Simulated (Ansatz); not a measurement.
# C2N (quartet): from Hartree-Fock to the top rungs, def2-QZVPP

The task here is to estimate one member of a computed series from the others.

Method: def2-QZVPP, core rule «outside noble gas», up to 3 orbitals frozen; program: Ansatz 0.2.0, Gaussian basis.

The runs, in order: UHF; ROHF; CCSD(T) on UHF.

### The geometry

The geometry is a PBE0/def2-TZVP stationary point (not a proven minimum).

3 atoms, charge 0, spin multiplicity 4.

Atoms are counted from 1 here; the program's logs count them from 0.

Bond lengths: C1–C2 1.310 Å, C2–N3 1.190 Å. Angles: C1–C2–N3 180.0°.

The first run:

The input, in.yaml:

```yaml
crystal:
  periodic: [false, false, false]
  atoms:
    - {symbol: C, position_ang: [0.000000, 0.000000, 1.269867]}
    - {symbol: C, position_ang: [0.000000, 0.000000, -0.039833]}
    - {symbol: N, position_ang: [0.000000, 0.000000, -1.230033]}
basis:
  gaussian: {orbitals: "def2-QZVPP.json"}
magnetization: {spin_polarized: true, initial_magnetization: 3}
hamiltonian: {xc: hf}
output: {orbitals: {seedname: orbitals}}
```

The run is started by

```bash
> ansatz run in.yaml --threads 1 --pin off --events-out ev --progress --plain --max-ram 2393MiB
```

Steps of the session up to this table: UHF; ROHF; CCSD(T) on UHF.

One table of the session follows, with a row left open; its other results are not shown here.

```
  method  from UCCSD(T) (meV)
    ROHF                    ?
     UHF             +11974.7
    UMP2              +1590.1
   UCCSD               +618.9
UCCSD(T)                    0
```

Q: Estimate the row for ROHF from the others.

**Answer.** from UCCSD(T) (meV): +12955.3. In the column «from UCCSD(T) (meV)» it is the highest.
